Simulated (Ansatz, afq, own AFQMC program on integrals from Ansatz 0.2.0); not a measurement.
## CH$_{2}$B, quartet → CH$_{2}$B⁺, triplet

```xyz
4

B     0.0000   -0.1048    0.8024
C     0.0000   -0.0446   -0.7232
H     0.0000    0.8949    1.4725
H     0.0000    0.7607   -1.4612
```

Connectivity, by distances: BH–CH.

E(triplet, charge +1) − E(quartet, charge +0) at this geometry, on UHF and UHF determinants.

Basis cc-pVDZ. Only valence electrons are correlated. Integrals, coupled cluster, full CI and functionals: Ansatz 0.2.0; the random walks run on the same integrals in our own AFQMC program. ph-AFQMC/CISD is guided by a CISD state made of CCSD amplitudes; releasing the constraint for a short imaginary time cuts its bias at the price of noise, slowly where states lie close. ± is one standard error of the sampling. The errors of all members are added in quadrature.

No full CI on the walks' own integrals is used here; CCSDT(Q) serves as the reference and is uncertain by about the last step of the cluster series. Each member takes its own surest rung, up to full CI.

The best estimate is CCSD(T) at the basis-set limit (CBS: def2-TZVPP and def2-QZVPP, with their diffuse functions for anions and beside diffuse sets, CCSD(T) itself extrapolated) plus the step from CCSD(T) to CCSDT(Q) in cc-pVDZ. Rows without CBS are in cc-pVDZ, the functionals in def2-TZVP; B2PLYP and the wave-function rows carry a basis error of their own. Core correlation and relativity beyond core potentials are missing, and ± holds the sampling alone.

Cautions: CH₂B (quartet): another spin lies lower; CH₂B⁺ (triplet): lower spins were not checked, its ph-AFQMC/CISD value lies 28 ± 10 meV above CCSDT(Q); this needn't be the first ionization.

```csv
level,vertical ionization energy (kcal/mol)
wB97M-V,187.4
MP2,190.5
PBE,189.9
```

(1) From these cheaper values, estimate the vertical ionization energy at the level of the best estimate.

(1) 192.6 kcal/mol (best estimate, highest rung CCSDT(Q)).

```json
{"level": "HF", "vertical ionization energy (kcal/mol)": "188.0", "error against the best estimate (kcal/mol)": "-4.5"}
{"level": "CCSD", "vertical ionization energy (kcal/mol)": "189.9", "error against the best estimate (kcal/mol)": "-2.7"}
{"level": "CCSD(T)", "vertical ionization energy (kcal/mol)": "189.3", "error against the best estimate (kcal/mol)": "-3.3"}
{"level": "CCSDT", "vertical ionization energy (kcal/mol)": "189.0", "error against the best estimate (kcal/mol)": "-3.5"}
{"level": "CCSDT(Q)", "vertical ionization energy (kcal/mol)": "188.9", "error against the best estimate (kcal/mol)": "-3.6"}
{"level": "ph-AFQMC/CISD", "vertical ionization energy (kcal/mol)": "189.3 ± 0.3", "error against the best estimate (kcal/mol)": "-3.3 ± 0.3"}
{"level": "released AFQMC", "vertical ionization energy (kcal/mol)": "189.1 ± 0.5", "error against the best estimate (kcal/mol)": "-3.5 ± 0.5"}
{"level": "HF/CBS", "vertical ionization energy (kcal/mol)": "188.4", "error against the best estimate (kcal/mol)": "-4.1"}
{"level": "MP2/CBS", "vertical ionization energy (kcal/mol)": "193.8", "error against the best estimate (kcal/mol)": "1.3"}
{"level": "CCSD(T)/CBS", "vertical ionization energy (kcal/mol)": "192.9", "error against the best estimate (kcal/mol)": "0.3"}
{"level": "r2SCAN", "vertical ionization energy (kcal/mol)": "194.5", "error against the best estimate (kcal/mol)": "1.9"}
{"level": "PBE0", "vertical ionization energy (kcal/mol)": "193.6", "error against the best estimate (kcal/mol)": "1.1"}
{"level": "B3LYP", "vertical ionization energy (kcal/mol)": "192.3", "error against the best estimate (kcal/mol)": "-0.2"}
{"level": "B2PLYP", "vertical ionization energy (kcal/mol)": "190.7", "error against the best estimate (kcal/mol)": "-1.8"}
```

Correlation beyond CCSD(T) takes off 0.3 kcal/mol. Going to the basis-set limit adds 3.6 kcal/mol at CCSD(T). The perturbative (T) step is worth −0.6 kcal/mol. The functionals spread over 7.1 kcal/mol; B3LYP and PBE0 come nearest and wB97M-V is 5.1 kcal/mol too low.

Best estimates are given only where the step beyond CCSD(T) is under 0.3 eV and no member's determinant is very poor (T1 over 0.05, or 0.07 for open shells, ⟨S²⟩ too high by 0.3, two states mixed), so the hardest cases are missing from such tables.

The functionals ran in a triple-zeta set and keep a basis error of their own, a few kJ/mol for each bond in atomization energies and more for double hybrids, so close places among them and the extrapolated levels can swap.

CCSDT and higher add their correlation energy to the determinant of the CCSD(T) run, since their own runs factorise the integrals more tightly (a shift of under 2 meV). Each member of a difference takes its own highest rung, so a best estimate needn't equal the limit plus the step of one row. A walk keeps the symmetry of its determinant, which the program's search chose and which needn't be the lowest solution, so a lower state of the same spin and another symmetry isn't excluded. Released energies are given only where the last usable release times agree within the noise; a slower fall can still hide under it.
